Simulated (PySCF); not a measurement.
Process, species as SMILES: C(C)#C → C1=CC1
B3LYP-D3(BJ)/def2-TZVP geometries, fixed; electronic energies without zero-point terms.
Largest species:
```xyz
7

C     -0.0011    -0.0004     0.2181
C     -0.0068    -0.0029     1.4176
C      0.0060     0.0025    -1.2360
H     -0.0119    -0.0051     2.4795
H      0.0152     1.0232    -1.6237
H      0.8874    -0.5130    -1.6226
H     -0.8790    -0.5002    -1.6311
```
Charge 0, spin multiplicity 1.

Effect of the grid level at r2SCAN/def2-SVP with PySCF, against the last row, where the isomerisation energy is 18.38 kcal/mol. Cost is core time over that of grids.level: 0, rough, on shared machines of one kind.

```tsv
setting	grid points, largest species	largest shift of a total energy (mEh)	shift of the isomerisation energy (kcal/mol)	cost
grids.level: 0	5744	68.330	-0.247	1×
grids.level: 1	25432	0.817	0.055	2×
grids.level: 2	55112	-0.145	-0.006	3×
grids.level: 3	81592	-0.004	-0.002	3×
grids.level: 4	148656	0.018	0.002	6×
grids.level: 5	223096	0.004	0.001	8×
grids.level: 7	460160	0.000	0.000	10×
```

Within 0.1 kcal/mol in the isomerisation energy: grids.level: 1; grids.level: 2; grids.level: 3; grids.level: 4; grids.level: 5. The largest shift is 68.330 mEh in a total energy and 0.247 kcal/mol in the difference.
